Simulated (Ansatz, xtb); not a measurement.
**FHNP: which of two isomers lies lower**

Structure X is `[H]/N=P/F`, a singlet and structure Y is `[H]/N=P\F`, a singlet. Both are isolated molecules in the gas phase, relaxed with B3LYP/6-31G*.

X (Å):

```yaml
atoms:
  - { symbol: F, position_ang: [-0.3923, 1.9069, 0.0623] }
  - { symbol: N, position_ang: [0.5152, -0.3753, 0.4804] }
  - { symbol: P, position_ang: [0.9040, 0.9831, -0.1688] }
  - { symbol: H, position_ang: [1.2323, -1.0998, 0.4283] }
```

Y (Å):

```xyz
4

F     0.1410   -0.4337   -1.9393
N    -0.1732    0.6392    0.4345
P    -0.4431   -0.6072   -0.4297
H     0.3049    1.4927    0.1510
```

Energies in hartree; the thermal terms are from B3LYP/6-31G* harmonic frequencies (ideal gas, rigid rotor, one conformer each, 298.15 K, 1 atm) and include the zero-point energy:

```
                                X           Y
E, CCSD(T)/def2-TZVPP  −495.937226  −495.940643
    zero-point energy     0.016875     0.016846
         H(298 K) − E     0.021243     0.021282
         G(298 K) − E    −0.008530    −0.008642
```

Q: Work out ΔE, ΔE₀, ΔH and ΔG for X → Y in kJ/mol (1 Eh = 2625.50 kJ/mol) and the equilibrium ratio [Y]/[X].

A: 1. ΔE = −495.940643 − (−495.937226) = −0.003417 Eh = −8.97 kJ/mol.
2. ΔE₀ = ΔE + ΔZPE = −0.003417 + (−0.000029) Eh = −9.05 kJ/mol.
3. ΔH = ΔE + (+0.000039) Eh = −8.87 kJ/mol.
4. ΔG = ΔE + (−0.000112) Eh = −9.27 kJ/mol, so ΔS = (ΔH − ΔG)/T = +1.3 J/(mol K).
5. kT = 0.9442 mEh, so K = [Y]/[X] = exp(−ΔG/kT) = exp(+3.74) ≈ 42.

Structure Y is favoured at this temperature. An error of 4 kJ/mol in ΔG would change K by a factor of 5. GFN2-xTB, HF/STO-3G gave ΔE the other sign. Mirror images and further conformers aren't counted.

As drawn, both hold the same kinds of bond in the same numbers.

Other levels gave ΔE = +6.0 (GFN2-xTB); +6.2 (HF/STO-3G, GFN2-xTB geometries); −12.5 (r2SCAN-D4/def2-SVP, GFN2-xTB geometries); −15.6 (B3LYP/6-31G*); −8.2 (HF/def2-TZVPP); −10.0 (MP2/def2-TZVPP) kJ/mol. The correlated steps freeze 7 core orbitals. Programs: Ansatz 0.2.0, xtb 6.7.1.
